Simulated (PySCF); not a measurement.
Published values to compare with (the computed states carry no symmetry labels, so the two lists aren't matched line by line):

```csv
state,E (eV),f,kind of transition,source
3A''(n→π*),5.42,,vertical absorption,[1]
1A''(n→π*),5.70,,vertical absorption,[1]
3A'(π→π*),5.88,,vertical absorption,[1]
1A'(π→π*),7.67,,vertical absorption,[1]
```

[1] computed, CC3/TZVP, gas; arXiv:2401.06101 (2024), CC3 reference column of Thiel's set

Species: acetamide, C₂H₅NO.
SMILES: `CC(N)=O`

Level of theory: PySCF 2.14.0, density-fitted response routines, TDDFT PBE0/def2-SVPD, vertical, gas phase, core orbitals frozen in the response. Geometry: PBE0-D3(BJ)/def2-SVP, one conformer, isolated molecule. Torsions of this conformer, `[CH3:1][C:2]([NH2:3])=[O:4]`: H–N3–C2–C1 -179°, H–N3–C2–C1 0°.

Computed singlets: 5.69 eV (f 0.000); 6.76 eV (f 0.028); 7.09 eV (f 0.009); 7.50 eV (f 0.123); 8.12 eV (f 0.097); 8.29 eV (f 0.005).

Question: How does the lowest computed singlet compare with the best estimate listed for the lowest singlet (vertical absorption)?

Answer: 5.69 eV against 5.70 eV for 1A''(n→π*) [1]: a difference of -0.01 eV. Geometry and basis of the two calculations needn't be the same.
